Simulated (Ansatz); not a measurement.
## Nudged elastic band run: FH$_{5}$Si

The input (input.yaml):

```yaml
crystal:
  periodic: [false, false, false]
  atoms:
    - { symbol: Si, position_ang: [0.492307, 0.0, -0.278211] }
    - { symbol: F, position_ang: [0.034643, 0.0, 1.30091] }
    - { symbol: H, position_ang: [1.992174, 0.0, -0.332327] }
    - { symbol: H, position_ang: [-0.052497, 1.234011, -0.936038] }
    - { symbol: H, position_ang: [-0.052497, -1.234011, -0.936038] }
    - { symbol: H, position_ang: [-3.05838, 0.0, 1.869049] }
    - { symbol: H, position_ang: [-2.29005, 0.0, 1.824154] }
basis:
  gaussian: { orbitals: def2-SVP }
hamiltonian:
  xc: pbe
  dispersion: d4
neb:
  order_check: false
  images: 5
  f_tol: 0.05
  max_iterations: 60
  final_atoms:
    - { symbol: Si, position_ang: [-0.2050091, 0.28393348, -0.36144792] }
    - { symbol: F, position_ang: [-0.61676197, -1.07420353, 2.30678993] }
    - { symbol: H, position_ang: [1.06679792, 0.56077559, 0.38063518] }
    - { symbol: H, position_ang: [-0.26170475, 1.12332702, -1.60717714] }
    - { symbol: H, position_ang: [-0.32077845, -1.16628341, -0.71990059] }
    - { symbol: H, position_ang: [-1.38404526, 0.68351204, 0.49749865] }
    - { symbol: H, position_ang: [-1.2127984, -0.4110612, 2.0151009] }
  initial_path:
    images:
      - { positions_ang: [[0.492307, 0.0, -0.278211], [0.034643, 0.0, 1.30091], [1.992174, 0.0, -0.332327], [-0.052497, 1.234011, -0.936038], [-0.052497, -1.234011, -0.936038], [-3.05838, 0.0, 1.869049], [-2.29005, 0.0, 1.824154]] }
      - { positions_ang: [[0.33759404, 0.0, -0.17354], [-0.02085987, 0.0, 1.52367], [1.80824369, 0.0, -0.33327349], [-0.24069153, 1.21980733, -0.79251547], [-0.24069153, -1.21980733, -0.79251547], [-2.59962742, 0.0, 1.39641031], [-1.97826737, 0.0, 1.68326312]] }
      - { positions_ang: [[0.18288108, 0.0, -0.06886901], [-0.07636274, 0.0, 1.74643], [1.62431339, 0.0, -0.33421998], [-0.42888607, 1.20560367, -0.64899294], [-0.42888607, -1.20560367, -0.64899294], [-2.14087485, 0.0, 0.92377162], [-1.66648475, 0.0, 1.54237224]] }
      - { positions_ang: [[0.02816813, 0.0, 0.03580199], [-0.13186561, 0.0, 1.96919], [1.44038308, 0.0, -0.33516647], [-0.6170806, 1.1914, -0.5054704], [-0.6170806, -1.1914, -0.5054704], [-1.68212227, 0.0, 0.45113292], [-1.35470212, 0.0, 1.40148136]] }
      - { positions_ang: [[-0.04955761, 0.09464449, -0.09661464], [-0.29349773, -0.35806784, 2.08172331], [1.3158547, 0.1869252, -0.09656592], [-0.49862198, 1.16870901, -0.87270598], [-0.51831322, -1.1830278, -0.57694713], [-1.58276327, 0.22783735, 0.46658816], [-1.30740088, -0.1370204, 1.6060212]] }
      - { positions_ang: [[-0.12728336, 0.18928899, -0.22903128], [-0.45512985, -0.71613569, 2.19425662], [1.19132631, 0.3738504, 0.14203463], [-0.38016337, 1.14601802, -1.23994156], [-0.41954583, -1.17465561, -0.64842386], [-1.48340426, 0.45567469, 0.4820434], [-1.26009964, -0.2740408, 1.81056105]] }
      - { positions_ang: [[-0.2050091, 0.28393348, -0.36144792], [-0.61676197, -1.07420353, 2.30678993], [1.06679792, 0.56077559, 0.38063518], [-0.26170475, 1.12332702, -1.60717714], [-0.32077845, -1.16628341, -0.71990059], [-1.38404526, 0.68351204, 0.49749865], [-1.2127984, -0.4110612, 2.0151009]] }
```

Command:

```bash
$ ansatz run input.yaml --threads 1 --pin off --max-ram 2048MiB --backend cpu --events-out ev --progress --plain --runs-dir out
```

Output, in part (warnings, iteration lines, the closing report on the highest movable image, with atoms numbered from 0):

```
NEB end point (image 0): max|allowed force component| = 1.825e-2 eV/Å (the criterion of neb.relax_end_points is 1.000e-2)
NEB end point (image 6): max|allowed force component| = 2.266e-2 eV/Å (the criterion of neb.relax_end_points is 1.000e-2)
NEB iter   1: max|band force component| = 3.610e0 eV/Å  barrier→ = 2.8762 eV  barrier← = 1.9700 eV  Δτ_max = 0.2000 Å  (159 SCF iters)
NEB iter   2: max|band force component| = 2.383e0 eV/Å  barrier→ = 2.0851 eV  barrier← = 1.1789 eV  Δτ_max = 0.1973 Å  (139 SCF iters)
NEB iter   3: max|band force component| = 1.022e0 eV/Å  barrier→ = 1.9493 eV  barrier← = 1.0431 eV  Δτ_max = 0.1907 Å  (141 SCF iters)
NEB iter   4: max|band force component| = 1.106e0 eV/Å  barrier→ = 1.8148 eV  barrier← = 0.9086 eV  Δτ_max = 0.0950 Å  (130 SCF iters)
NEB iter   5: max|band force component| = 7.293e-1 eV/Å  barrier→ = 1.8041 eV  barrier← = 0.8979 eV  Δτ_max = 0.0950 Å  (125 SCF iters)
NEB iter   6: max|band force component| = 6.910e-1 eV/Å  barrier→ = 1.7607 eV  barrier← = 0.8545 eV  CI = image 4  Δτ_max = 0.0964 Å  (127 SCF iters)
NEB iter   7: max|band force component| = 5.297e-1 eV/Å  barrier→ = 1.9273 eV  barrier← = 1.0211 eV  CI = image 4  Δτ_max = 0.0958 Å  (127 SCF iters)
NEB iter   8: max|band force component| = 3.035e-1 eV/Å  barrier→ = 2.0016 eV  barrier← = 1.0955 eV  CI = image 4  Δτ_max = 0.0952 Å  (128 SCF iters)
NEB iter   9: max|band force component| = 2.864e-1 eV/Å  barrier→ = 2.0185 eV  barrier← = 1.1123 eV  CI = image 4  Δτ_max = 0.0784 Å  (121 SCF iters)
NEB iter  10: max|band force component| = 2.207e-1 eV/Å  barrier→ = 2.0004 eV  barrier← = 1.0942 eV  CI = image 4  Δτ_max = 0.0214 Å  (121 SCF iters)
NEB iter  11: max|band force component| = 1.136e-1 eV/Å  barrier→ = 2.0014 eV  barrier← = 1.0952 eV  CI = image 4  Δτ_max = 0.0310 Å  (116 SCF iters)
NEB iter  12: max|band force component| = 3.950e-2 eV/Å  barrier→ = 2.0002 eV  barrier← = 1.0940 eV  CI = image 4  Δτ_max = 0.0250 Å  (116 SCF iters)
NEB iter  13: max|band force component| = 6.890e-2 eV/Å  barrier→ = 1.9989 eV  barrier← = 1.0927 eV  CI = image 4  Δτ_max = 0.0125 Å  (27 SCF iters)
NEB iter  14: max|band force component| = 4.716e-2 eV/Å  barrier→ = 1.9984 eV  barrier← = 1.0923 eV  CI = image 4  Δτ_max = 0.0250 Å  (118 SCF iters)
NEB iter  15: max|band force component| = 9.437e-2 eV/Å  barrier→ = 1.9974 eV  barrier← = 1.0913 eV  CI = image 4  Δτ_max = 0.0251 Å  (27 SCF iters)
NEB iter  16: max|band force component| = 7.114e-2 eV/Å  barrier→ = 1.9966 eV  barrier← = 1.0904 eV  CI = image 4  Δτ_max = 0.0503 Å  (124 SCF iters)
NEB iter  17: max|band force component| = 6.932e-2 eV/Å  barrier→ = 1.9961 eV  barrier← = 1.0899 eV  CI = image 4  Δτ_max = 0.0503 Å  (122 SCF iters)
NEB iter  18: max|band force component| = 4.714e-2 eV/Å  barrier→ = 1.9955 eV  barrier← = 1.0893 eV  CI = image 4  Δτ_max = 0.0172 Å  (123 SCF iters)
NEB iter  19: max|band force component| = 7.152e-2 eV/Å  barrier→ = 1.9951 eV  barrier← = 1.0890 eV  CI = image 4  Δτ_max = 0.0417 Å  (27 SCF iters)
NEB iter  20: max|band force component| = 3.783e-2 eV/Å  barrier→ = 1.9951 eV  barrier← = 1.0889 eV  CI = image 4  Δτ_max = 0.0000 Å  (226 SCF iters)
Total energy: -10662.51046519 eV, -391.8400322864 hartree
Atom 0 at    -0.164082     0.041827    -0.041765 Å, force     0.003713     0.002187    -0.001209 eV/Å
Atom 1 at    -0.185023    -0.426991     1.886616 Å, force     0.016218    -0.012916     0.012135 eV/Å
Atom 2 at     1.313754     0.228208     0.177621 Å, force    -0.002329     0.001246    -0.000144 eV/Å
Atom 3 at    -0.516736     1.172397    -0.981268 Å, force    -0.000694    -0.000952    -0.002041 eV/Å
Atom 4 at    -0.464740    -1.271056    -0.692997 Å, force    -0.000890     0.000733     0.000766 eV/Å
Atom 5 at    -1.706167     0.317750     0.665453 Å, force     0.001525    -0.005101     0.007913 eV/Å
Atom 6 at    -1.211306    -0.062136     1.497839 Å, force    -0.017544     0.014803    -0.017421 eV/Å
Dipole moment:    -0.131987     0.048131    -0.067572 e Å
```

The forces met the threshold. The band force fell under the threshold earlier too, but the program's further tests of the path sent the band on. Neighbouring images differ by up to 1.3 eV, so the band resolves the path poorly. A vibrational analysis at the climbing image gives one clearly imaginary mode, 953i cm⁻¹: a first-order saddle point. The orbitals stay closed-shell, which can raise the energy where a bond breaks towards radicals; this wasn't checked here.

Final band (atoms are numbered from 1 in the order of the input):

```json
{"image": "0", "path coordinate (Å)": "0.00", "energy (kcal/mol)": "0.0", "Si1–F2 (Å)": "1.64", "H6–H7 (Å)": "0.77", "Si1–H6 (Å)": "4.15"}
{"image": "1", "path coordinate (Å)": "0.80", "energy (kcal/mol)": "0.1", "Si1–F2 (Å)": "1.64", "H6–H7 (Å)": "0.77", "Si1–H6 (Å)": "3.62"}
{"image": "2", "path coordinate (Å)": "1.61", "energy (kcal/mol)": "1.5", "Si1–F2 (Å)": "1.65", "H6–H7 (Å)": "0.77", "Si1–H6 (Å)": "2.90"}
{"image": "3", "path coordinate (Å)": "2.41", "energy (kcal/mol)": "15.0", "Si1–F2 (Å)": "1.69", "H6–H7 (Å)": "0.78", "Si1–H6 (Å)": "2.23"}
{"image": "4", "path coordinate (Å)": "3.22", "energy (kcal/mol)": "46.0", "Si1–F2 (Å)": "1.98", "H6–H7 (Å)": "1.04", "Si1–H6 (Å)": "1.72"}
{"image": "5", "path coordinate (Å)": "4.00", "energy (kcal/mol)": "26.4", "Si1–F2 (Å)": "2.60", "H6–H7 (Å)": "1.43", "Si1–H6 (Å)": "1.54"}
{"image": "6", "path coordinate (Å)": "4.78", "energy (kcal/mol)": "20.9", "Si1–F2 (Å)": "3.02", "H6–H7 (Å)": "1.88", "Si1–H6 (Å)": "1.51"}
```

Time of the run: 48 s on 1 thread of Intel(R) Xeon(R) 6975P-C (Granite Rapids), with other jobs on the host, peak memory 0.12 GiB.
